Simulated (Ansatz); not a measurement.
System: C3H6Cl (charge 0, doublet). It need not be the lowest isomer of its formula. 
Structure (B3LYP-D3(BJ)/def2-TZVP (Ansatz, a program for electronic structure) minimum search):
SMILES: C[CH]CCl
```xyz
10

C      0.8375     0.0948    -0.9645
C      2.0632    -0.1483    -0.1666
C     -0.3076     0.7979    -0.4131
H      0.6934    -0.4640    -1.8815
H      1.9495    -1.0454     0.4586
Cl    -1.3141    -0.3565     0.6987
H      2.9338    -0.3133    -0.8035
H      2.2746     0.6823     0.5111
H     -0.0420     1.6109     0.2571
H     -1.0281     1.1238    -1.1554
```
Charge 0, spin multiplicity 2.

Dipole moments at this geometry, in debye (magnitudes).

```csv
level,program,dipole (D)
SVWN5/def2-TZVPD,Ansatz,2.40
r2SCAN/def2-TZVPD,Ansatz,2.45
BHLYP/def2-TZVPD,Ansatz,2.47
HSE06/def2-TZVPD,Ansatz,2.41
CAM-B3LYP/def2-TZVPD,Ansatz,2.42
```
